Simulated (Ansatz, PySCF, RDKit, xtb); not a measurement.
**CH3NSi: from the formula to a structure**

Task: start from the formula CH3NSi, draw up candidate structures, narrow them down in stages, and characterise the one that lies lowest at 298.15 K.

The funnel: GFN2-xTB relaxations, single points with a density functional, relaxations at B3LYP-D4/def2-TZVP, harmonic vibrations, and a last energy at a higher level. All values are calculated.

7 further runs of the same task are left out: 7 set aside as unsound or not needed.

### Step 1. Candidates

A program enumerates the bonding patterns with one Lewis structure each (two rings at most, one unusual centre or charged pair), with their diastereomers. O–O, O–halogen and N–halogen bonds and N–N–N chains are not drawn. That gives 27 candidates.

c057 [C+]#[SiH-]N; c068 C#[Si]N; c097 C=N[SiH]; c181 C#[N+][SiH2-]; c205 CN=[Si]; c207 NC=[Si]; c249 C=N[SiH] (triplet); c269 C1=N[SiH2]1; c291 N=C=[SiH2]; c325 C1N[Si]1 (triplet); c348 [CH+]=[SiH-]=N; c360 C1N[Si]1; c389 N#C[SiH3]; c437 NC#[SiH]; c463 NC=[Si] (triplet); c465 C1=[SiH]N1; c478 C1N=[SiH]1; c510 [C-]1=[SiH][NH2+]1; c601 C[Si]#N; c612 [C-]1=[NH+][SiH2]1; c619 N=C[SiH] (triplet); c666 C1=[Si-][NH2+]1; c680 [CH2+][SiH-]#N; c827 C=[Si]=N; c849 CN=[Si] (triplet); c944 N=C[SiH]; c979 [C-]#[N+][SiH3].

Candidates are built by distance geometry, with a force field where one applies, in up to four conformers (letters a to d). 10 starts with atoms placed at random are added, to find patterns that the rules miss.

### Step 2. First filter: tight binding

All 37 starts are relaxed the same way. One of them, c732 (atoms placed at random), in full:

Input file start.xyz:

```xyz
6
c732
C     -0.124490    -0.559530     0.797700
N      1.237760     0.490010     1.179640
Si    -0.166780     0.545530    -0.759160
H     -1.725280     1.337510    -0.075690
H     -1.503130     0.095650    -0.277110
H      1.618540    -0.618770     1.044480
```

Started as:

```
xtb start.xyz --gfn 2 --opt
```

The log of the run (excerpt; [...] marks lines left out):

```text
* xtb version 6.7.1
[...]
          :  # basis functions                  21          :
[...]
          :  # electrons                        16          :
[...]
          :  Hamiltonian                  GFN2-xTB          :
[...]
          :  net charge                          0          :
          :  unpaired electrons                  0          :
[...]
   *** convergence criteria satisfied after 17 iterations ***
[...]
   *** GEOMETRY OPTIMIZATION CONVERGED AFTER 34 ITERATIONS ***
[...]
   *** convergence criteria satisfied after 3 iterations ***
[...]
         ::                     SUMMARY                     ::
         :::::::::::::::::::::::::::::::::::::::::::::::::::::
         :: total energy              -8.171809055091 Eh    ::
         :: gradient norm              0.000398155792 Eh/a0 ::
         :: HOMO-LUMO gap              1.552533731076 eV    ::
         ::.................................................::
         :: SCC energy                -8.249826213463 Eh    ::
         :: -> isotropic ES            0.008418430250 Eh    ::
         :: -> anisotropic ES         -0.002411635380 Eh    ::
         :: -> anisotropic XC         -0.002909649732 Eh    ::
         :: -> dispersion             -0.002962175234 Eh    ::
         :: repulsion energy           0.078017158372 Eh    ::
         :: add. restraining           0.000000000000 Eh    ::
         :: total charge              -0.000000000000 e     ::
         :::::::::::::::::::::::::::::::::::::::::::::::::::::
[...]
         8        2.0000           -0.3180898              -8.6557 (HOMO)
         9                         -0.2610353              -7.1031 (LUMO)
[...]
     #   Z          covCN         q      C6AA      α(0)
     1   6 C        1.863    -0.179    36.311     9.733
     2   7 N        2.587    -0.212    25.631     7.519
     3  14 Si       1.758     0.374   185.600    28.954
     4   1 H        0.909    -0.102     5.632     3.713
     5   1 H        0.921    -0.031     3.649     2.988
     6   1 H        0.860     0.149     1.408     1.859
[...]
     #   Z sym  total        # sym  WBO       # sym  WBO       # sym  WBO
 ---------------------------------------------------------------------------
     1   6 C    2.729 --     2 N    1.626     5 H    0.980     3 Si   0.110
     2   7 N    3.547 --     1 C    1.626     3 Si   0.946     6 H    0.945
     3  14 Si   2.018 --     4 H    0.948     2 N    0.946     1 C    0.110
     4   1 H    0.990 --     3 Si   0.948
     5   1 H    0.999 --     1 C    0.980
     6   1 H    0.978 --     2 N    0.945
 ---------------------------------------------------------------------------
[...]
molecular dipole:
                 x           y           z       tot (Debye)
 q only:        0.074       0.900      -0.755
   full:        0.163       1.338      -0.460       3.621
molecular quadrupole (traceless):
[...]
          | TOTAL ENERGY               -8.171809055091 Eh   |
          | GRADIENT NORM               0.000398155792 Eh/α |
          | HOMO-LUMO GAP               1.552533731076 eV   |
           -------------------------------------------------
[...]
```

It took 0.074 s on 2 threads of Intel Xeon Platinum 8488C (Sapphire Rapids), shared host.

### Step 3. The minima found

37 of the 37 relaxations converged; 11 ended on a minimum already found. 26 distinct structures remain, the lowest 22 here:

```
label             start        SMILES after     spin  energy (kcal/mol)           note
c205a             drawn             CN=[Si]  singlet                0.0               
c389a             drawn           N#C[SiH3]  singlet                7.7               
 c946  random and drawn     [C-]#[N+][SiH3]  singlet                8.7               
c601a             drawn             C[Si]#N  singlet                9.3               
c097a             drawn            C=N[SiH]  singlet               19.9               
c827a  drawn and random            C=[Si]=N  singlet               20.3               
 c985  random and drawn            C1N[Si]1  singlet               28.0               
c269a             drawn         C1=N[SiH2]1  singlet               34.0               
 c951  random and drawn     [CH][N][SiH2] ‡  singlet               37.3               
c680a             drawn          C1N=[SiH]1  singlet               41.6  bonds changed
c944a             drawn            N=C[SiH]  singlet               47.1               
c291a             drawn          N=C=[SiH2]  singlet               47.2               
c612a             drawn  [C-]1=[NH+][SiH2]1  singlet               50.6               
 c192  random and drawn             NC=[Si]  singlet               53.8               
c249a             drawn            C=N[SiH]  triplet               55.6               
c666a             drawn             NC=[Si]  singlet               56.0  bonds changed
c068a             drawn             C#[Si]N  singlet               56.8               
c348a  drawn and random          C1=[SiH]N1  singlet               65.1  bonds changed
 c732            random     [CH][NH][SiH] ‡  singlet               66.5               
c325a             drawn          [CH2]N[Si]  triplet               66.7  bonds changed
c849a             drawn             CN=[Si]  triplet               70.2               
c437a             drawn            NC#[SiH]  singlet               71.3
```

‡ marks the bonded skeleton alone, with all bonds drawn single: no Lewis structure was assigned that passes a check against the bond lengths.

GFN2-xTB has no spin polarisation, so it can't rank spin states and is rough for open shells.

### Step 4. Screening with a density functional

A choice of the minima (the low ones first, few conformers of a pattern, up to a cap) and the lowest that fell apart get a single point at r2SCAN-D4/def2-SVP on the tight-binding geometry, and one at HF/STO-3G for comparison. The lowest singlets are also tried as triplets at the same geometry (label ending in t). The first, c205a:

Input file input.yaml:

```yaml
crystal:
  periodic: [false, false, false]
  atoms:
    - {symbol: C, position_ang: [-1.636516, -1.729365, 1.067782]}
    - {symbol: N, position_ang: [-0.380631, -2.359587, 0.975968]}
    - {symbol: Si, position_ang: [1.038065, -3.057778, 0.858677]}
    - {symbol: H, position_ang: [-1.920109, -1.283130, 0.106698]}
    - {symbol: H, position_ang: [-2.412675, -2.450088, 1.351552]}
    - {symbol: H, position_ang: [-1.618347, -0.933180, 1.821739]}
basis:
  gaussian: {orbitals: def2-SVP}
hamiltonian: {xc: {name: r2SCAN}, dispersion: d4}
scf: {lower_state_search: off}
```

Started as:

```
ansatz run input.yaml --threads 2 --pin off --max-ram 4350MiB --events-out events.jsonl --progress --plain --runs-dir runs
```

The log of the run (excerpt; [...] marks lines left out):

```text
Warning: RAYON_NUM_THREADS=2 ignored (pool sized by the plan → 2); use --threads N
Functional definition: r2SCAN
  name "r2SCAN"
[...]
700 factors; their error is unknown
[...]
mean field -10445.98349210 eV, -383.8828127927 hartree, gradient 3.8e-6 eV, S^2 0.000000; 0 other end points of the search recorded, 0 dependent functions left out
reference -10445.98350054 eV, -383.8828131029 hartree; 15, 15 occupied and 46, 46 virtual orbitals, 700 factors
Total energy: -10446.00687495 eV, -383.8836720965 hartree
Checks for a lower state left out: stability, starts, cluster_reference, orbital_swaps, neighbouring_geometries, increment
```

Run time: 0.5 s. Hardware: 2 threads of Intel Xeon Platinum 8488C (Sapphire Rapids), shared host.

Relative energies in kcal/mol, each column from its lowest structure that stays in one piece:

```
 label           SMILES     spin  GFN2-xTB  HF/STO-3G  r2SCAN-D4/def2-SVP
 c205a          CN=[Si]  singlet       0.0       31.9                 0.0
 c389a        N#C[SiH3]  singlet       7.7        0.0                 1.8
  c946  [C-]#[N+][SiH3]  singlet       8.7        7.9                 7.3
 c097a         C=N[SiH]  singlet      19.9       52.0                21.3
  c985         C1N[Si]1  singlet      28.0       42.1                21.3
 c269a      C1=N[SiH2]1  singlet      34.0       64.0                31.0
 c827a         C=[Si]=N  singlet      20.3      135.4                50.4
  c951  [CH][N][SiH2] ‡  singlet      37.3      110.7                54.3
 c601a          C[Si]#N  singlet       9.3      103.1                54.6
 c249a         C=N[SiH]  triplet      55.6       82.0                55.7
c205at          CN=[Si]  triplet         –          –                83.3
 c946t  [C-]#[N+][SiH3]  triplet         –          –               126.6
c389at        N#C[SiH3]  triplet         –          –               144.2
```

‡ marks the bonded skeleton alone, with all bonds drawn single: no Lewis structure was assigned that passes a check against the bond lengths.

### Step 5. Relaxing the best candidates

3 candidates are relaxed at B3LYP-D4/def2-TZVP (chosen among the lowest in one piece). The first, c205a:

Input file input.yaml:

```yaml
crystal:
  periodic: [false, false, false]
  atoms:
    - symbol: C
      position_ang: [-1.636516, -1.729365, 1.067782]
    - symbol: "N"
      position_ang: [-0.380631, -2.359587, 0.975968]
    - symbol: Si
      position_ang: [1.038065, -3.057778, 0.858677]
    - symbol: H
      position_ang: [-1.920109, -1.283130, 0.106698]
    - symbol: H
      position_ang: [-2.412675, -2.450088, 1.351552]
    - symbol: H
      position_ang: [-1.618347, -0.933180, 1.821739]
basis:
  gaussian:
    orbitals: def2-TZVP
scf:
  lower_state_search: off
hamiltonian:
  xc: {name: B3LYP}
  dispersion: d4
relax:
  f_tol: 0.003
```

Started as:

```
ansatz run input.yaml --threads 2 --pin off --max-ram 4350MiB --events-out events.jsonl --progress --plain --runs-dir runs
```

The log of the run (excerpt; [...] marks lines left out):

```text
Warning: RAYON_NUM_THREADS=2 ignored (pool sized by the plan → 2); use --threads N
[...]
Functional definition: B3LYP
  name "B3LYP"
[...]
728 factors; their error is unknown
[...]
mean field -10454.64687078 eV, -384.2011860868 hartree, gradient 4.2e-6 eV, S^2 0.000000; 0 other end points of the search recorded, 0 dependent functions left out
[...]
reference -10454.64708868 eV, -384.2011940945 hartree; 15, 15 occupied and 102, 102 virtual orbitals, 728 factors
relax step   1: F+E_penalty+E_count = -10454.81081532 eV  Δ(F+E_penalty+E_count) = +0.000e0 eV  max|allowed force component| = 1.686e0 eV/Å  Δτ_max = 0.0000 Å  (16 SCF iters, accepted)
[...]
relax step   5: F+E_penalty+E_count = -10454.83856432 eV  Δ(F+E_penalty+E_count) = -4.836e-5 eV  max|allowed force component| = 7.580e-3 eV/Å  Δτ_max = 0.0011 Å  (23 SCF iters, accepted)
[...]
relax step   6: F+E_penalty+E_count = -10454.83859277 eV  Δ(F+E_penalty+E_count) = -2.845e-5 eV  max|allowed force component| = 2.539e-4 eV/Å  Δτ_max = 0.0031 Å  (22 SCF iters, accepted)
Total energy: -10454.83881003 eV, -384.2082397242 hartree
Atom 0 at    -1.630193    -1.732139     1.066801 Å, force     0.000044     0.000024    -0.000029 eV/Å
Atom 1 at    -0.365833    -2.362174     0.970103 Å, force    -0.000070     0.000254    -0.000227 eV/Å
Atom 2 at     1.022094    -3.053483     0.863644 Å, force    -0.000118    -0.000139     0.000207 eV/Å
Atom 3 at    -1.924741    -1.282838     0.112733 Å, force    -0.000118     0.000049     0.000034 eV/Å
Atom 4 at    -2.410000    -2.446437     1.350631 Å, force     0.000210    -0.000131     0.000013 eV/Å
Atom 5 at    -1.621540    -0.936056     1.818504 Å, force     0.000053    -0.000057     0.000002 eV/Å
Dipole moment:    -0.051908     0.025940     0.003895 e Å
Checks for a lower state left out: stability, starts, cluster_reference, orbital_swaps, neighbouring_geometries, increment
```

Run time: 5.1 s. Hardware: 2 threads of Intel Xeon Platinum 8488C (Sapphire Rapids), shared host.

Energy change by step (eV): 0.0000, -0.0223, -0.0277, -0.0277, -0.0277, -0.0278.

After the run. Bond lengths: C1–N2 1.416 Å, N2–Si3 1.554 Å, C1–H4 1.095 Å, C1–H5 1.095 Å, C1–H6 1.095 Å. Angles: C1–N2–Si3 180.0°, N2–C1–H4 111.3°, N2–C1–H5 111.3°, N2–C1–H6 111.3°, H4–C1–H5 107.6°, H4–C1–H6 107.6°, H5–C1–H6 107.6°.

### Step 6. After refinement

```
label     spin  r2SCAN-D4/def2-SVP (kcal/mol)  B3LYP-D4/def2-TZVP, relaxed (kcal/mol)   time
c389a  singlet                            1.8                                     0.0  4.8 s
c205a  singlet                            0.0                                     1.9  5.1 s
 c946  singlet                            7.3                                     3.2  2.9 s
```

c389a: Bond lengths: C1–N2 1.152 Å, C1–Si3 1.851 Å, Si3–H4 1.474 Å, Si3–H5 1.474 Å, Si3–H6 1.474 Å. Angles: N2–C1–Si3 180.0°, C1–Si3–H4 107.6°, C1–Si3–H5 107.6°, C1–Si3–H6 107.6°, H4–Si3–H5 111.3°, H4–Si3–H6 111.3°, H5–Si3–H6 111.3°.

c205a: Bond lengths: C1–N2 1.416 Å, N2–Si3 1.554 Å, C1–H4 1.095 Å, C1–H5 1.095 Å, C1–H6 1.095 Å. Angles: C1–N2–Si3 180.0°, N2–C1–H4 111.3°, N2–C1–H5 111.3°, N2–C1–H6 111.3°, H4–C1–H5 107.6°, H4–C1–H6 107.6°, H5–C1–H6 107.6°.

c946: Bond lengths: C1–N2 1.171 Å, N2–Si3 1.743 Å, Si3–H4 1.474 Å, Si3–H5 1.474 Å, Si3–H6 1.474 Å. Angles: C1–N2–Si3 179.8°, N2–Si3–H4 107.7°, N2–Si3–H5 107.7°, N2–Si3–H6 107.7°, H4–Si3–H5 111.2°, H4–Si3–H6 111.2°, H5–Si3–H6 111.2°.

### Step 7. Harmonic analysis of the finalists

The lowest few in one piece go on as finalists. Harmonic vibrations at B3LYP-D4/def2-TZVP test each finalist and give the zero-point energy and the thermal terms. The first, c389a:

Input file input.yaml:

```yaml
crystal:
  periodic: [false, false, false]
  atoms:
    - {symbol: C, position_ang: [-0.697538, -1.954258, 2.195533]}
    - {symbol: "N", position_ang: [-0.284621, -1.940849, 3.271004]}
    - {symbol: Si, position_ang: [-1.360681, -1.975734, 0.467105]}
    - {symbol: H, position_ang: [-0.960612, -0.712199, -0.178626]}
    - {symbol: H, position_ang: [-2.827813, -2.091502, 0.554662]}
    - {symbol: H, position_ang: [-0.771656, -3.138973, -0.220983]}
basis:
  gaussian:
    orbitals: def2-TZVP
hamiltonian:
  xc: {name: B3LYP}
  dispersion: d4
scf:
  lower_state_search: off
phonons: {}
```

Started as:

```
ansatz run input.yaml --threads 2 --pin off --max-ram 4350MiB --events-out events.jsonl --progress --plain --runs-dir runs
```

The log of the run (excerpt; [...] marks lines left out):

```text
Warning: RAYON_NUM_THREADS=2 ignored (pool sized by the plan → 2); use --threads N
[... 2 set-up lines as earlier in the session ...]
[...]
728 factors; their error is unknown
[...]
mean field -10454.77852799 eV, -384.2060244004 hartree, gradient 2.6e-6 eV, S^2 0.000000; 0 other end points of the search recorded, 0 dependent functions left out
[...]
reference -10454.77875948 eV, -384.2060329074 hartree; 15, 15 occupied and 102, 102 virtual orbitals, 728 factors
[...]
728 factors; their error is unknown
mean field -10454.77846455 eV, -384.2060220690 hartree, gradient 2.3e-6 eV, S^2 0.000000; 0 other end points of the search recorded, 0 dependent functions left out
[...]
reference -10454.77869604 eV, -384.2060305761 hartree; 15, 15 occupied and 102, 102 virtual orbitals, 728 factors
[...]
728 factors; their error is unknown
[...]
reference -10454.77875030 eV, -384.2060325700 hartree; 15, 15 occupied and 102, 102 virtual orbitals, 728 factors
Total energy: -10454.92282438 eV, -384.2113271949 hartree
Atom 0 at    -0.697538    -1.954258     2.195533 Å, force     0.000055     0.000043    -0.000368 eV/Å
Atom 1 at    -0.284621    -1.940849     3.271004 Å, force    -0.000110    -0.000048     0.000375 eV/Å
Atom 2 at    -1.360681    -1.975734     0.467105 Å, force     0.000028     0.000022    -0.000112 eV/Å
Atom 3 at    -0.960612    -0.712199    -0.178626 Å, force    -0.000005     0.000010    -0.000068 eV/Å
Atom 4 at    -2.827813    -2.091502     0.554662 Å, force     0.000013    -0.000001     0.000222 eV/Å
Atom 5 at    -0.771656    -3.138973    -0.220983 Å, force     0.000019    -0.000026    -0.000049 eV/Å
Dipole moment:    -0.261744    -0.008488    -0.681942 e Å
Vibrations: 259.32 259.36 596.13 684.71 684.72 929.01 950.37 950.39 2266.07 2277.90 2277.90 2314.84 cm⁻¹, zero-point energy 0.895830 eV
Checks for a lower state left out: stability, starts, cluster_reference, orbital_swaps, neighbouring_geometries, increment
```

It took 24 s on 2 threads of Intel Xeon Platinum 8488C (Sapphire Rapids), shared host.

### Step 8. Zero-point energy and free-energy terms

At 298.15 K and 1 atm, ideal gas, rigid rotor and harmonic oscillator:

```
label           SMILES     spin  point group  lowest mode (cm⁻¹)  zero-point (kcal/mol)  G − E (kcal/mol)
c389a        N#C[SiH3]  singlet          C3v                 259                   20.7               5.1
c205a          CN=[Si]  singlet          C3v                 258                   26.5              11.3
 c946  [C-]#[N+][SiH3]  singlet          C3v                 191                   20.5               4.9
```

### Step 9. Last filter: a higher level

Each finalist gets a single point at CCSD(T)/def2-TZVPP.

c389a, CCSD(T)/def2-TZVPP:

Input file input.yaml:

```yaml
crystal:
  periodic: [false, false, false]
  atoms:
    - symbol: C
      position_ang: [-0.697538, -1.954258, 2.195533]
    - symbol: N
      position_ang: [-0.284621, -1.940849, 3.271004]
    - symbol: Si
      position_ang: [-1.360681, -1.975734, 0.467105]
    - symbol: H
      position_ang: [-0.960612, -0.712199, -0.178626]
    - symbol: H
      position_ang: [-2.827813, -2.091502, 0.554662]
    - symbol: H
      position_ang: [-0.771656, -3.138973, -0.220983]
basis:
  gaussian:
    orbitals: def2-TZVPP
correlation:
  method: ccsd_t
  frozen_orbitals: {Si: 5, C: 1, H: 0, "N": 1}
```

Started as:

```
ansatz run input.yaml --threads 2 --pin off --max-ram 4350MiB --events-out events.jsonl --progress --plain --runs-dir runs
```

The log of the run (excerpt; [...] marks lines left out):

```text
Warning: RAYON_NUM_THREADS=2 ignored (pool sized by the plan → 2); use --threads N
Functional definition: HF
  name "HF"
[...]
862 factors; integrals over basis functions are off by at most 1.0e-3 eV
[...]
mean field -10423.03717201 eV, -383.0395510828 hartree, gradient 3.1e-6 eV, S^2 0.000000; 0 other end points of the search recorded, 0 dependent functions left out
7 core orbitals not correlated: weight in the atoms' cores, before any rotation towards them, 1.000 or more for the frozen orbitals, at most 0.000 for the correlated occupied ones
reference -10423.03717201 eV, -383.0395510828 hartree; 8, 8 occupied and 131, 131 virtual orbitals, 862 factors
second order -12.56025611 eV of doubles, -0.00000000 eV of singles
cycle   1  -12.61745640 eV  change   -5.7e-2 eV  update   9.8e-2
[...]
cycle   9  -13.18174667 eV  change   -8.4e-6 eV  update   9.6e-6
perturbative correction -0.61671389 eV, -0.0226638174 hartree
Total energy: -10436.83563256 eV, -383.5466351555 hartree
```

It took 6.6 s on 2 threads of Intel Xeon Platinum 8488C (Sapphire Rapids), shared host; peak memory 0.87 GiB.

### Step 10. c205a at CCSD(T)/def2-TZVPP

Input file input.yaml:

```yaml
crystal:
  periodic: [false, false, false]
  atoms:
    - symbol: C
      position_ang: [-1.630193, -1.732139, 1.066801]
    - symbol: N
      position_ang: [-0.365833, -2.362174, 0.970103]
    - symbol: Si
      position_ang: [1.022094, -3.053483, 0.863644]
    - symbol: H
      position_ang: [-1.924741, -1.282838, 0.112733]
    - symbol: H
      position_ang: [-2.410000, -2.446437, 1.350631]
    - symbol: H
      position_ang: [-1.621540, -0.936056, 1.818504]
basis:
  gaussian:
    orbitals: def2-TZVPP
correlation:
  method: ccsd_t
  frozen_orbitals: {Si: 5, C: 1, H: 0, "N": 1}
```

Started as:

```
ansatz run input.yaml --threads 2 --pin off --max-ram 4350MiB --events-out events.jsonl --progress --plain --runs-dir runs
```

The log of the run (excerpt; [...] marks lines left out):

```text
Warning: RAYON_NUM_THREADS=2 ignored (pool sized by the plan → 2); use --threads N
[... 2 set-up lines as earlier in the session ...]
[...]
864 factors; integrals over basis functions are off by at most 8.3e-4 eV
[...]
mean field -10422.32194274 eV, -383.0132668921 hartree, gradient 1.3e-6 eV, S^2 0.000000; 0 other end points of the search recorded, 0 dependent functions left out
7 core orbitals not correlated: weight in the atoms' cores, before any rotation towards them, 1.000 or more for the frozen orbitals, at most 0.000 for the correlated occupied ones
reference -10422.32194274 eV, -383.0132668921 hartree; 8, 8 occupied and 131, 131 virtual orbitals, 864 factors
second order -13.11986192 eV of doubles, -0.00000000 eV of singles
cycle   1  -13.07632234 eV  change    4.4e-2 eV  update   1.2e-1
[...]
cycle  11  -13.63213096 eV  change    4.5e-6 eV  update   2.0e-6
perturbative correction -0.68867329 eV, -0.0253082767 hartree
Total energy: -10436.64274699 eV, -383.5395467413 hartree
```

Wall time 7.2 s (2 threads of Intel Xeon Platinum 8488C (Sapphire Rapids), shared host); peak memory 0.87 GiB.

[end of part 1 of 2]
